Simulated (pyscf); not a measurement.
A first-order saddle from PySCF, ωB97X-D3(BJ)/def2-SVP:

```xyz
8

S     -0.0635    -1.9566     0.6910
Ga    -1.3315    -0.2942    -0.0024
H      1.0897    -1.3978     0.2750
H     -0.5942     1.2306     0.3980
H     -2.8748    -0.2201     0.1098
S     -0.5430     0.5053    -2.1699
H     -0.4255     1.2129    -0.6912
H     -1.6892     1.1487    -2.4701
```
Charge 0, spin multiplicity 1.

Surface: singlet, charge 0. Lowest wavenumbers (cm⁻¹): 1303i, 92, 152, 252, 308.

Q: Which two sides does it connect, and which bonds change?

A: HS–GaH₂ + H₂S ⇌ HS–GaH–SH + hydrogen (H₂), a four-centre exchange read from left to right: Ga–H, H–S broken and Ga–S, H–H formed. At ωB97M-D3(BJ)/def2-TZVP it lies +0.68 eV from the left side and +1.39 eV from the right (each side as separated species at their lowest minima found). On the reactant side the descent ends in an adduct with a Ga–S contact (not fully relaxed), 0.54 eV under the separated species and 1.06 eV under the saddle at ωB97X-D3(BJ)/def2-TZVP. What is counted as formed (Ga–S) is already present as a longer contact in the reactant adduct; forming that adduct is a step of its own. At ωB97X-D3(BJ)/def2-TZVP the barrier from the zero used here is 0.51 eV. This is the saddle that the search found; another between the same sides may lie lower. Elements up to Kr have no core potential and no relativistic terms here.
